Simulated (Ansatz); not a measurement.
## Energy profile

The step: SiHCl ([SiH][Cl]) + NH₃ → SiNH₄Cl ([NH2][SiH2][Cl]); bonds formed: Si1–H3; dative contacts that become bonds: Si1–N4; bonds broken: H3–N4 (atoms numbered as in the saddle structure below).

```
7
angstrom
Si -0.3986 -0.5370 -0.7405
Cl 1.0820 -1.9762 -1.0394
H -0.5758 1.0775 -0.5818
N 0.1948 0.7214 0.4854
H -1.3919 -1.2200 0.1411
H 1.0360 1.2287 0.2424
H 0.0532 0.7055 1.4928
```

Electronic energies by CCSD(T) at an estimated basis limit (MP2 extrapolated from triple and quadruple zeta, plus CCSD(T) − MP2 in triple zeta), on PBE0-D4/def2-TZVP structures; SiNH$_{4}$Cl, closed shell; no counterpoise correction. Ansatz 0.2.0; basis: def2-TZVPP and def2-QZVPP; cores frozen in the correlated methods. Extrapolation: Hartree–Fock as exp(−7.88 √X), correlation as X^−2.97.

(1) Give the profile in eV, counted from the separated reactants. (An estimate is asked for; the value comes from the calculation.)

No T1 diagnostic of these runs exceeds 0.014. The restricted Hartree–Fock reference is unstable towards an unrestricted one at one or more of these structures.

Results:

(1) By the calculation:
```tsv
point	eV
separated: SiHCl (linked as [SiH][Cl]; Si1, Cl2, H5; singlet) + NH$_{3}$ (H3, N4, H6, H7; singlet)	0.000
start structure	-1.135
saddle	0.600
end structure	-2.673
```

Losses and insertions of silylenes and their heavier kin drive the gas-phase chemistry of silicon and germanium vapour deposition.

For scale, one of the runs: CCSD(T)/def2-TZVPP, 171 basis functions (an equivalent command: `ansatz run in.yaml --threads 2`). Time: 23 s of wall clock on 2 CPU threads; the host was shared. Peak host memory: 1.4 GiB.
